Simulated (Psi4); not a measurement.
**USVWN5/def2-SVPD run of CH2NSi (SMILES N#C[SiH2])**

Aim: the vertical ionisation energy of CH2NSi at USVWN5/def2-SVPD, from 2 runs. 

The results are computed with Psi4 1.11.

## 1. The structure to begin with

CH2NSi: 5 atoms, total charge 0, spin state doublet. As SMILES, `N#C[SiH2]`. Geometry: relaxed at PBE0-D4/def2-TZVP.

Bond lengths: N1–C2 1.155 Å, C2–Si3 1.830 Å, Si3–H4 1.480 Å, Si3–H5 1.480 Å. Angles: N1–C2–Si3 175.8°, C2–Si3–H4 109.4°, C2–Si3–H5 109.4°, H4–Si3–H5 114.2°.

## 2. Energy and forces at USVWN5/def2-SVPD

Contents of ch2nsi.xyz:

```xyz
5
CH2NSi
N      1.041800    -1.219200     1.572300
C      0.565900    -0.625200     0.703900
Si    -0.092000     0.267800    -0.751900
H     -1.455400    -0.223000    -1.053700
H     -0.010400     1.726000    -0.511800
```

Contents of calc.py:

```python
import psi4

psi4.set_memory(1600000000)
psi4.set_num_threads(1)
psi4.core.set_output_file('run.log', False)

with open('ch2nsi.xyz') as f:
    atoms = ''.join(f.readlines()[2:])
mol = psi4.geometry('0 2\n' + atoms + 'symmetry c1\nno_reorient\nno_com')

psi4.set_options({
    'basis': 'def2-SVPD',
    'reference': 'uks',
    'puream': True,
    'e_convergence': 1e-09,
    'd_convergence': 1e-08,
    'scf_type': 'pk',
    'dft_radial_points': 99,
    'dft_spherical_points': 590,
    'maxiter': 200,
})

result, w = psi4.gradient("scf", dft_functional={"name": "SVWN5", "x_functionals": {"LDA_X": {}}, "c_functionals": {"LDA_C_VWN": {}}}, return_wfn=True)
print('gradient / Eh bohr^-1')
print(result.np.round(6))
print(f'energy = {w.energy():.10f} Eh')
```

The run is started by

```bash
$ python calc.py
```

run.log:

```text
[...]
  Running in c1 symmetry.
[...]
  Nuclear repulsion =   75.458273849952803
[...]
  Multiplicity = 2
[...]
  Nalpha       = 15
  Nbeta        = 14
[...]
    Number of basis functions: 80
[...]
   @UKS iter   1:  -381.11071946951063   -2.22080e-01   7.82695e-03 DIIS/ADIIS
[...]
   @UKS iter  13:  -381.35481860365411   -1.08002e-11   9.99371e-09 DIIS
[...]
   @S^2 Observed:                7.517660347E-01
[...]
    Orbital Energies [Eh]
    ---------------------
    Alpha Occupied:
       1A    -65.162597     2A    -13.887116     3A     -9.831102
       4A     -5.080475     5A     -3.527270     6A     -3.524555
       7A     -3.522503     8A     -0.828751     9A     -0.563248
      10A     -0.415717    11A     -0.369942    12A     -0.344160
      13A     -0.324877    14A     -0.323400    15A     -0.223979
    Alpha Virtual:
      16A     -0.071609    17A     -0.053501    18A     -0.023161
      19A     -0.015229    20A      0.019439    21A      0.020094
      22A      0.070049    23A      0.101431    24A      0.111989
      25A      0.113522    26A      0.142017    27A      0.170890
[...]
  @UKS Final Energy:  -381.35481860365411
   => Energetics <=
    Nuclear Repulsion Energy =             75.4582738499528034
    One-Electron Energy =                -676.3955088927801853
    Two-Electron Energy =                 251.4116910429178517
    DFT Exchange-Correlation Energy =     -31.8292746037445191
    Empirical Dispersion Energy =           0.0000000000000000
    VV10 Nonlocal Energy =                  0.0000000000000000
    Total Energy =                       -381.3548186036541097
[...]
 Multipole Moments:
 ------------------------------------------------------------------------------------
     Multipole            Electronic (a.u.)      Nuclear  (a.u.)        Total (a.u.)
 ------------------------------------------------------------------------------------
 L = 1.  Multiply by 2.5417464519 to convert [e a0] to [Debye]
 Dipole X            :        -15.5525094           14.9934650           -0.5590444
 Dipole Y            :         14.0031110          -13.2911997            0.7119113
 Dipole Z            :         -6.9977900            5.9288267           -1.0689632
 Magnitude           :                                                    1.4007251
[...]
  -Total Gradient:
     Atom            X                  Y                   Z
    ------   -----------------  -----------------  -----------------
       1       -0.014923281648     0.018617630508    -0.027151299034
       2        0.015617919317    -0.019766311077     0.029344271107
       3       -0.005678792261     0.005136667190    -0.003147103048
       4        0.005924699533     0.002640201951     0.001771820541
       5       -0.000940903792    -0.006627705748    -0.000818500436
[...]
```

The script printed:

```text
Memory set to   1.490 GiB by Python driver.
  Threads set to 1 by Python driver.
gradient / Eh bohr^-1
[[-0.014923  0.018618 -0.027151]
 [ 0.015618 -0.019766  0.029344]
 [-0.005679  0.005137 -0.003147]
 [ 0.005925  0.00264   0.001772]
 [-0.000941 -0.006628 -0.000819]]
energy = -381.3548186037 Eh
```

It took 9.9 s on 1 thread of Intel Xeon 6975P-C (Granite Rapids), shared host; peak memory 0.44 GiB.

## 3. The singlet cation

Contents of calc.inp:

```
memory 1600 mb

molecule {
  1 1
  N      1.041800    -1.219200     1.572300
  C      0.565900    -0.625200     0.703900
  Si    -0.092000     0.267800    -0.751900
  H     -1.455400    -0.223000    -1.053700
  H     -0.010400     1.726000    -0.511800
  symmetry c1
}

set basis def2-SVPD
set puream true
set e_convergence 1e-09
set d_convergence 1e-08
set scf_type pk
set dft_radial_points 99
set dft_spherical_points 590

E, wfn = gradient('scf', dft_functional={"name": "SVWN5", "x_functionals": {"LDA_X": {}}, "c_functionals": {"LDA_C_VWN": {}}}, return_wfn=True)
oeprop(wfn, 'WIBERG_LOWDIN_INDICES', 'QUADRUPOLE', 'MAYER_INDICES')
```

The run is started by

```bash
$ psi4 -n 1 calc.inp calc.out
```

calc.out:

```text
[...]
  Running in c1 symmetry.
[...]
  Nuclear repulsion =   75.458273849952803
[...]
  Multiplicity = 1
[...]
  Nalpha       = 14
  Nbeta        = 14
[...]
    Number of basis functions: 80
[...]
   @RKS iter   1:  -380.82813637335101    6.05043e-02   6.66633e-03 ADIIS/DIIS
[...]
   @RKS iter  13:  -381.00767454946993   -5.68434e-13   8.47538e-10 DIIS
[...]
    Orbital Energies [Eh]
    ---------------------
    Doubly Occupied:
       1A    -65.474449     2A    -14.132940     3A    -10.067389
       4A     -5.386015     5A     -3.837389     6A     -3.827793
       7A     -3.825275     8A     -1.063115     9A     -0.816712
      10A     -0.662263    11A     -0.612507    12A     -0.573818
      13A     -0.553440    14A     -0.540163
[...]
  @RKS Final Energy:  -381.00767454946993
   => Energetics <=
    Nuclear Repulsion Energy =             75.4582738499528034
    One-Electron Energy =                -668.7311914833597939
    Two-Electron Energy =                 243.7921290710667392
    DFT Exchange-Correlation Energy =     -31.5268859871296421
    Empirical Dispersion Energy =           0.0000000000000000
    VV10 Nonlocal Energy =                  0.0000000000000000
    Total Energy =                       -381.0076745494699253
[...]
  -Total Gradient:
     Atom            X                  Y                   Z
    ------   -----------------  -----------------  -----------------
       1       -0.016860296618     0.022767326438    -0.036928130437
       2        0.011634575093    -0.025073728076     0.059059905162
       3        0.018448181245     0.000699356441    -0.051494340887
       4        0.000876767546     0.010905066937     0.017494990843
       5       -0.014099589451    -0.009297540490     0.011866779119
[...]
 Multipole Moments:
 ------------------------------------------------------------------------------------
     Multipole            Electronic (a.u.)      Nuclear  (a.u.)        Total (a.u.)
 ------------------------------------------------------------------------------------
 L = 1.  Multiply by 2.5417464519 to convert [e a0] to [Debye]
 Dipole X            :          1.1766430           -1.9652287           -0.7885857
 Dipole Y            :         -0.7830345            1.9449223            1.1618878
 Dipole Z            :         -0.3206658           -1.7540713           -2.0747370
 Magnitude           :                                                    2.5052713
 L = 2.  Multiply by 1.3450342976 to convert [e a0^2] to [Debye ang]
 Quadrupole XX       :        -48.6117951           34.3616133          -14.2501818
 Quadrupole XY       :         32.0664958          -32.7283906           -0.6618948
[...]
```

Wall time 7.5 s (1 thread of Intel Xeon 6975P-C (Granite Rapids), shared host); peak memory 0.44 GiB.

## 4. Summary of results

At USVWN5/def2-SVPD:

| quantity | value |
| --- | --- |
| doublet CH2NSi: total energy | -381.35482 Eh |
| doublet CH2NSi: dipole moment | 3.56 D |
| doublet CH2NSi: HOMO energy (highest over α and β) | -6.09 eV |
| doublet CH2NSi: LUMO energy (lowest over α and β) | -4.90 eV |
| doublet CH2NSi: ⟨S²⟩ | 0.752 |
| doublet CH2NSi: largest force on an atom | 1.989 eV/Å |
| singlet cation: total energy | -381.00767 Eh |
| singlet cation: HOMO energy | -14.70 eV |
| singlet cation: LUMO energy | -12.71 eV |
| singlet cation: HOMO–LUMO gap | 1.99 eV |
| singlet cation: largest force on an atom | 3.353 eV/Å |
| vertical ionisation energy (to the singlet cation) | 9.446 eV |

In words: The vertical ionisation energy comes to 9.45 eV (218 kcal/mol). The largest force (doublet CH2NSi) is 1.99 eV/Å: the shape isn't a stationary point for this species at this level. Only the singlet of the ionised species was computed; a triplet could lie lower.
